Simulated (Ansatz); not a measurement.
# BNSi: the cost of one run

The runs use Ansatz 0.2.0, Gaussian basis; def2-QZVPP, all electrons in the functionals.

To be run: PBE, BLYP, r2SCAN, B97M-V, PBE0, B3LYP, at charge 0, triplet; charge 0, singlet; charge 0, quintet; charge 1, doublet; charge 1, quartet.

2 further runs of the same task are left out: 2 set aside as unsound or not needed.

## 1. The geometry

The geometry is a PBE0/def2-TZVP stationary point (not a proven minimum).

3 atoms, charge 0, spin multiplicity 3.

Atoms are counted from 1 here; the program's logs count them from 0.

Bond lengths: B1–N2 1.274 Å, N2–Si3 1.674 Å. Angles: B1–N2–Si3 180.0°.

No dispersion term is added; B97M-V holds VV10 nonlocal correlation. B3LYP takes the VWN-RPA correlation.

The geometry shown and the zero of energy belong to the point charge 0, triplet. The yardstick, UCCSD(T), and other wave-function levels (R restricted, U unrestricted, valence and pair active spaces) come from earlier runs.

## 2. PBE, charge 0, triplet

in.yaml reads:

```yaml
crystal:
  periodic: [false, false, false]
  atoms:
    - {symbol: B, position_ang: [0.000000, 0.000000, -1.407767]}
    - {symbol: N, position_ang: [0.000000, 0.000000, -0.133267]}
    - {symbol: Si, position_ang: [0.000000, 0.000000, 1.541033]}
basis:
  gaussian: {orbitals: "def2-QZVPP.json"}
magnetization: {spin_polarized: true, initial_magnetization: 2}
hamiltonian: {xc: {name: PBE}}
output: {orbitals: {seedname: orbitals}}
```

The run is started by

```sh
$ ansatz run in.yaml --threads 1 --pin off --events-out ev --progress --plain --max-ram 2393MiB
```

**Question.** How long does this run take on 1 thread of Arm Neoverse V1, shared host, and how much memory does it need?

About 7 s, with a peak of 0.29 GiB.
